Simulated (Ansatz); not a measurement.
Process, species as SMILES: N (NH3) + H+ → [NH4+]
B3LYP-D3(BJ)/def2-TZVP geometries, fixed; electronic energies without zero-point terms; positive where energy is released.
Largest species:
```xyz
5

N      0.0000     0.0000     0.0000
H      0.0143     0.9619    -0.3540
H      0.8334    -0.4977    -0.3293
H     -0.8403    -0.4774    -0.3416
H     -0.0074     0.0132     1.0249
```
Charge +1, spin multiplicity 1.

The proton affinity at CCSD(T) with Ansatz (a program for electronic structure), in kcal/mol, split into its Hartree-Fock and correlation parts. Cores are frozen. No added dispersion term, no relativity. Functions are those of the species that has most.

```tsv
basis	X	functions	Hartree-Fock	CCSD(T)
cc-pVDZ	2	34	219.29	220.08
cc-pVTZ	3	86	217.25	214.77
cc-pVQZ	4	175	216.38	212.95
```

Worked estimate of the basis-set limit from each neighbouring pair, with Hartree-Fock from the larger set and the correlation part extrapolated as X^-3.
Correlation parts: X = 2: 0.79, X = 3: -2.48, X = 4: -3.43.
- (2,3): (27·(-2.48) - 8·(0.79))/19 = -3.86; with Hartree-Fock 217.25 the estimate is 213.39 kcal/mol.
- (3,4): (64·(-3.43) - 27·(-2.48))/37 = -4.12; with Hartree-Fock 216.38 the estimate is 212.26 kcal/mol.
The last two estimates differ by 1.14 kcal/mol; the largest set lies 0.69 from the last. Over the last step Hartree-Fock moves by -0.87 and the correlation part by -0.95.
